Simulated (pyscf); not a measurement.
**Four-centre exchange: H₃Ge–SnH₃ + H₂S -> HS–SnH₂–GeH₃ + hydrogen (H₂)**

Gas phase, singlet surface, charge 0. Bonds broken: Sn1–H3, S9–H10. Bonds formed: Sn1–S9, H3–H10. Optimised with ωB97X-D3(BJ)/def2-SVP in PySCF.

Transition state (Å):

```xyz
11

Sn     0.4480     0.3939    -0.9826
Ge     1.1329    -1.1624     0.9607
H     -1.4003     0.2460    -0.1543
H      0.0380    -0.3645    -2.4490
H      1.7271     1.5274    -1.1895
H      2.5942    -1.6303     0.8342
H      0.2054    -2.3862     0.9935
H      0.9806    -0.3919     2.2824
S     -1.2341     2.5743    -1.3145
H     -1.6289     1.1972    -0.5525
H     -0.8356     3.1229    -0.1487
```

One imaginary mode, 1583i cm⁻¹; descent along it reached the two sides named.

| bond | change | reactant side (Å) | saddle | product side |
|---|---|---|---|---|
| Sn1–H3 | breaks | 1.710 | 2.031 | 4.4 |
| S9–H10 | breaks | 1.346 | 1.623 | 3.0 |
| Sn1–S9 | forms | 3.7 | 2.8 | 2.418 |
| H3–H10 | forms | 3.2 | 1.056 | 0.762 |

Electronic energies relative to the separated reactants (kcal/mol):

| level | barrier | reaction energy | reverse barrier |
|---|---|---|---|
| ωB97X-D3(BJ)/def2-TZVP | 39.6 | -13.2 | 52.8 |
| PBE/def2-TZVP | 32.6 | -9.3 | 41.8 |
| r²SCAN/def2-TZVP | 34.9 | -10.3 | 45.2 |
| B3LYP-D3(BJ)/def2-TZVP | 37.6 | -10.2 | 47.8 |
| PBE0-D3(BJ)/def2-TZVP | 35.8 | -9.8 | 45.6 |
| M06-2X/def2-TZVP | 37.9 | -12.7 | 50.6 |
| ωB97M-D3(BJ)/def2-TZVP | 42.8 | -8.1 | 50.9 |
| HF/def2-TZVP | 60.4 | -5.5 | 65.9 |

With ωB97M-D3(BJ)/def2-TZVP energies and thermal terms (ideal gas, 1 atm, RRHO with modes under 100 cm⁻¹ raised to 100, one conformer, R ln 2 for chiral ones without a mode under 150 cm⁻¹), in kcal/mol:

| T (K) | ΔH‡ | ΔG‡ | ΔH | ΔG |
|---|---|---|---|---|
| 298 | 41.3 | 51.5 | -8.8 | -7.4 |
| 600 | 41.8 | 61.7 | -7.6 | -6.5 |
| 900 | 42.6 | 71.5 | -6.7 | -6.1 |
| 1200 | 43.5 | 80.9 | -6.2 | -6.0 |

This is the saddle that the search found; another between the same sides may lie lower. Elements up to Kr have no core potential and no relativistic terms here. Elements past Kr carry the def2 core potentials, without spin-orbit coupling.
